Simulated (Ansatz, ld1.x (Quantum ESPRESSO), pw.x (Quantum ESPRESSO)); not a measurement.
tantalum: does the TM potential hold in the solid?

ld1.x (Quantum ESPRESSO) 7.5 input, shortened:

```
&input
   title='Ta', zed=73., rel=1, dft='PW', iswitch=3,
   config='[Xe] 4f14 5d3 6s2 6p0'
 /
 &inputp
   pseudotype=2, tm=.true., lloc=1,
   nlcc=.false.
 /
3
6S  1  0   2.00   0.00  2.15  2.15  0.0
5D  3  2   3.00   0.00  2.54  2.54  0.0
6P  2  1   0.00   0.00  3.05  3.05  0.0
 &test
   configts(1)='5d3 6s2 6p0'
 /
```

Crystal test: bcc Ta in pw.x 7.5, no spin, 14³ k-points, Fermi–Dirac smearing 0.01 Ry, cutoffs 45/180 Ry. The reference is all-electron LAPW (Ansatz 0.2.0) with the same functional, mesh and smearing; V0 and B0 come from Birch–Murnaghan fits to the pressures at five volumes. Errors are pseudo minus all-electron; Δ is the rms difference of the E(V) curves that follow from these fits, minima aligned, over ±6 % about the mean V0. Mesh and smearing are coarse, so the numbers serve the comparison and aren't converged zero-temperature values; the lattice is a test structure that the element need not adopt.

```tsv
V (Å³/atom)	P all-electron (GPa)	P pseudo (GPa)
16.272	13.97	36.13
16.700	7.30	27.46
17.128	1.38	19.78
17.556	-3.88	12.97
17.984	-8.54	6.94
```

All-electron: a0 = 3.255 Å (V0 = 17.24 Å³/atom), B0 = 217.7 GPa.

Pseudopotential: mean pressure error (GPa): +18.61. The pressure does not cross zero within the volumes sampled, so no fit is given. The largest radius (3.05 bohr) exceeds half the bond length (2.66 bohr), so the spheres overlap, which is one possible source of error among others. This is a poor potential for the solid.

Q: At the middle volume, how do free energy and pressure move when the wave cutoff is lowered (ecutrho kept at four times it)?

A:

| cutoff (Ry) | shift of F (meV/atom) | shift of P (GPa) |
| --- | --- | --- |
| 20 | +440.5 | -17.69 |
| 27 | +37.5 | -1.70 |
| 36 | +3.7 | +0.23 |

The run at the middle volume (104 k-points, 6 iterations) took about 5.7 s on one core of a shared host (Neoverse-V1, 32 threads, 247 GiB, load 27).
